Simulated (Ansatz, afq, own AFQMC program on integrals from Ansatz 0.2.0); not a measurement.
## Where AFQMC and coupled cluster stand for CH3S, doublet

```xyz
5

S     0.8777    0.6225   -0.4990
C     0.6293   -0.8504    0.4837
H     0.1730   -0.6277    1.4601
H     1.6312   -1.2745    0.6766
H     0.0440   -1.6149   -0.0492
```

Connectivity, by distances: S–CH3.

Basis def2-TZVP. Noble-gas cores (and the filled d shells of Ga–Kr and In–Xe) are frozen. Ansatz 0.2.0 and our own AFQMC program on the same integrals; the CISD trial comes from CCSD amplitudes, and released means the phaseless constraint is let go. Error bars are statistical, one sigma.

Determinant: UHF, the one that the program's search chose, which needn't be the lowest solution. The geometry is a PBE0/def2-SVP stationary point of this or a neighbouring charge and spin state.

No full CI on the walks' own integrals is used here; CCSDT(Q) serves as the reference and is uncertain by about the last step of the cluster series.

The T1 diagnostic is 0.0123. The weight of the determinant in the CISD state is 0.865. The ⟨S²⟩ of the determinant is 0.765. The size of the correlated space is 13 electrons in 80 orbitals.

(1) Estimate: order these by the size of their error in total energy against CCSDT(Q), smallest first.
A. CCSD(T)
B. phaseless AFQMC with a CISD trial
C. MP2
D. CCSD

(1) B (0.5 ± 0.6 kJ/mol), A (4.3 kJ/mol), D (39.9 kJ/mol), C (135.8 kJ/mol).

Reference: CCSDT(Q), correlation energy -9.969 eV.
